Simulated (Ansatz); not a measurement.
`CCC(C)=O`. Total charge 0; spin multiplicity 1.

```xyz
13

C    -0.0394    0.8150   -1.7316
C     0.2084    0.6355   -0.2495
C    -0.2467   -0.7019    0.2877
C    -0.0039   -0.9493    1.7537
O    -0.7736   -1.5270   -0.4166
H     0.4817    0.0501   -2.3091
H    -1.1016    0.7240   -1.9627
H     0.3049    1.7953   -2.0664
H    -0.2961    1.4134    0.3371
H     1.2720    0.7459   -0.0045
H    -0.4757   -0.1679    2.3557
H    -0.3979   -1.9231    2.0382
H     1.0680   -0.9100    1.9681
```

**Question.** What are the harmonic wavenumbers in cm⁻¹ at PBE0-D4/def2-TZVP (Ansatz, finite differences of forces, unscaled)? (An estimate is asked.)

**Answer.** Ansatz gave: 26i, 101, 201, 247, 403, 475, 595, 749, 777, 943, 946, 1014, 1115, 1130, 1196, 1280, 1366, 1390, 1409, 1441, 1457, 1467, 1484, 1491, 1822, 3035, 3054, 3065, 3065, 3120, 3140, 3145, 3172.
